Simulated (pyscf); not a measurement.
Substitution at O: HO–B(Cl)–Cl (SMILES OB(Cl)Cl) + H• (SMILES [H]) → H₂O (SMILES O) + [Cl–B–Cl]• (SMILES Cl[B]Cl)

Gas phase, doublet surface, charge 0. Bonds broken: O1–B2. Bonds formed: O1–H6. Optimised with ωB97X-D3(BJ)/def2-SVP in PySCF. MP2 and CC: frozen core, UHF for open shells. ΔMP2 is the change of the MP2 total energy from the triple- to the quadruple-zeta basis.

Transition state (Å):

```xyz
6

O     -0.3560     0.6497     0.0644
B     -1.3986    -0.3294     0.2671
Cl    -1.0306    -1.9972    -0.2216
Cl    -3.0242     0.3250     0.1278
H      0.5180     0.2492     0.2127
H     -0.2139     1.1914    -1.0041
```

One imaginary mode, 2336i cm⁻¹; descent along it reached the two sides named, in the forms told below.

```csv
bond,change,reactant side (Å),saddle,product side
O1–B2,breaks,1.342,1.445,1.654
O1–H6,forms,3.4,1.206,0.975
```

Electronic energies relative to the separated reactants (kcal/mol):

```csv
level,barrier,reaction energy,reverse barrier
ωB97X-D3(BJ)/def2-TZVP,34.1,+29.4,4.7
PBE/def2-TZVP,20.8,+26.4,-5.7
r²SCAN/def2-TZVP,22.1,+25.7,-3.6
B3LYP-D3(BJ)/def2-TZVP,24.8,+25.9,-1.1
PBE0-D3(BJ)/def2-TZVP,26.1,+28.1,-2.1
M06-2X/def2-TZVP,30.0,+28.9,1.0
ωB97M-D3(BJ)/def2-TZVP,31.7,+30.2,1.5
HF/def2-TZVP,53.6,+29.8,23.8
MP2/def2-QZVPP,34.1,+29.8,4.3
CCSD/def2-TZVPP,34.6,+25.4,9.2
CCSD(T)/def2-TZVPP,32.9,+26.2,6.7
CCSD(T)/def2-TZVPP + ΔMP2(QZVPP),31.6,+25.6,6.0
```

With CCSD(T)/def2-TZVPP + ΔMP2(QZVPP) energies and thermal terms (ideal gas, 1 atm, RRHO with modes under 100 cm⁻¹ raised to 100, one conformer, R ln 2 for rigid chiral ones), in kcal/mol:

```tsv
T (K)	ΔH‡	ΔG‡	ΔH	ΔG
298	32.0	38.7	+28.6	+25.1
600	31.3	45.8	+27.7	+21.9
900	30.9	53.1	+26.4	+19.3
1200	30.5	60.6	+25.1	+17.1
```

On the product side the descent ends in an adduct with a B–O contact, 10.7 kcal/mol under the separated species and 15.4 kcal/mol under the saddle at ωB97X-D3(BJ)/def2-TZVP. At PBE, r²SCAN, B3LYP-D3(BJ), PBE0-D3(BJ) the saddle lies under the separated products, which points to a path from their complex (located at ωB97X-D3(BJ) alone), and parting the products costs more than the saddle. What is counted as broken (B–O) persists as a longer contact in the product adduct; parting that adduct is a step of its own. One saddle was located; it need not be the lowest between these sides. The angle at the attacked O is 121°. The CCSD(T) − MP2 part came from Ansatz, without density fitting, on the same reference.
